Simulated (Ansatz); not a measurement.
`FCC1=CC1` → `C1=CC1` + `[CH]F` at 298.15 K and 1 bar (formal loss of a carbene).

Computed with Ansatz on PBE0-D4/def2-TZVP structures; ΔE is electronic, products minus reactants. CCSD(T)/CBS is the MP2 limit (def2-TZVPP, def2-QZVPP) plus CCSD(T) − MP2 in def2-TZVPP, frozen cores. This one scheme is used for every species. One conformer a species, not always the lowest.

```
   species  CCSD(T)/CBS energy (Eh)  H − E (kJ/mol)  S (J/(mol·K))
`FCC1=CC1`               -254.90435           221.0          305.2
  `C1=CC1`               -116.45901           159.0          242.5
   `[CH]F`               -138.29972            42.7          223.2
```

H − E and S are ideal-gas, rigid-rotor, harmonic terms from PBE0-D4/def2-TZVP, for one conformer and one mirror image of each species. 1 Eh = 2625.50 kJ/mol, R = 8.31446 J/(mol·K).

**Question.** By hand: ΔE, ΔH, ΔS and ΔG.

**Answer.** ΔE = (-116.45901) + (-138.29972) − (-254.90435) = 0.14562 Eh = 382.3 kJ/mol. Δ(H − E) = 159.0 + 42.7 − 221.0 = -19.3, so ΔH = 363.0 kJ/mol. ΔS = 242.5 + 223.2 − 305.2 = 160.5 J/(mol·K). ΔG = 363.0 − 298.15 × (160.5)/1000 = 315.1 kJ/mol.

**Question.** By hand: the equilibrium constant, and the temperature at which ΔG would vanish if ΔH and ΔS stayed fixed.

**Answer.** log₁₀ K = −ΔG/(RT ln 10) = -55.2. ΔG = 0 at ΔH/ΔS = 2262 K.

The number of gas molecules changes by +1, which sets the sign of ΔS. A doubt of 5 kJ/mol in ΔE shifts log₁₀ K by 0.9 here. Other conformers and mirror images would add mixing entropy, several J/(mol·K) or more a flexible species. These are equilibria of isolated gas molecules and say nothing of rates. Largest T1 diagnostic: 0.018 (customary marks: 0.02 for closed shells, 0.045 for open ones).
